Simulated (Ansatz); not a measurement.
One stationary structure of Ta. Space group Im-3m (No. 229), bcc (W type). Level of theory: r2SCAN (plane waves to 500 eV, PAW, scalar-relativistic; Ansatz, a program for electronic structure).

```xyz
1
Lattice="-1.6525 1.6525 1.6525 1.6525 -1.6525 1.6525 1.6525 1.6525 -1.6525" Properties=species:S:1:pos:R:3 pbc="T T T"
Ta     0.0000     0.0000     0.0000
```

For Ta, the volume per atom comes out as 18.05 Å³. The density is 16.64 g/cm³, the band gap is no gap (metallic) and the shortest distances is Ta–Ta 2.86 Å. The k-mesh comes out as 20×20×20.

Band energies at high-symmetry points (eV from the Fermi level; labels of this space group; no spin-orbit coupling), from −5 eV up to 4.0 eV:

| point | energies |
|---|---|
| Γ | 0.86 0.86 0.86 |
| H | -3.92 -3.92 |
| N | -4.53 -1.55 1.48 |
| P | -1.32 -1.32 -1.32 |

No spin polarisation in the result.

Measured for Ta: a 3.299 Å (static lattice; corrected from measurement; as listed in Daniel Mejia-Rodriguez, S. B. Trickey, Phys. Rev. B (2018)). Computed minus measured — a: r2SCAN +0.2 %. The computed values are for a static lattice.

The run could not lose the symmetry of its start.

It was reached from a disturbed copy of a Pm-3m (No. 221) cell (AFLOW prototype A_cP1_221_a (A_h)), against which it lies -1.19 eV/atom.
